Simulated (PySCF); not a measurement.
DMSO (C2H6OS), SMILES CS(C)=O. Atoms are numbered in the order given.

```xyz
10

C     -0.1853    -0.8117    -1.3666
S      0.4521     0.2373     0.0000
C     -0.1853    -0.8117     1.3666
O     -0.3951     1.4856     0.0000
H      0.0485    -0.2751    -2.2960
H      0.3033    -1.7973    -1.3612
H     -1.2756    -0.8981    -1.2515
H     -1.2756    -0.8981     1.2515
H      0.0485    -0.2751     2.2960
H      0.3033    -1.7973     1.3612
```
Charge 0, spin multiplicity 1.

Geometry: B3LYP-D3(BJ)/def2-SVP.

These are PBE/pcSseg-1 in PySCF values and carry that method's errors.

GIAO shieldings, no solvent; atoms alike by connectivity are averaged. δ = σ(ref) − σ: ¹³C against TMS (σ = 182.0 ppm); ³³S against H2S (σ = 706.5 ppm); ¹⁷O against H2O (σ = 334.3 ppm); ¹H against TMS (σ = 31.49 ppm), references at their B3LYP-D3(BJ)/def2-TZVP geometries, non-relativistic.

```
atoms                    nucleus  count  δ (ppm)
-----------------------  -------  -----  -------
C1, C3                       ¹³C      2      ___
S2                           ³³S      1    537.0
O4                           ¹⁷O      1    105.5
H5, H6, H7, H8, H9, H10       ¹H      6      ___
```

### Question
Complete the blanks. (Estimate from the structure and the level; the computed values follow.)

### Answer

- H5, H6, H7, H8, H9, H10, δ (ppm): 2.51
- C1, C3, δ (ppm): 50.0
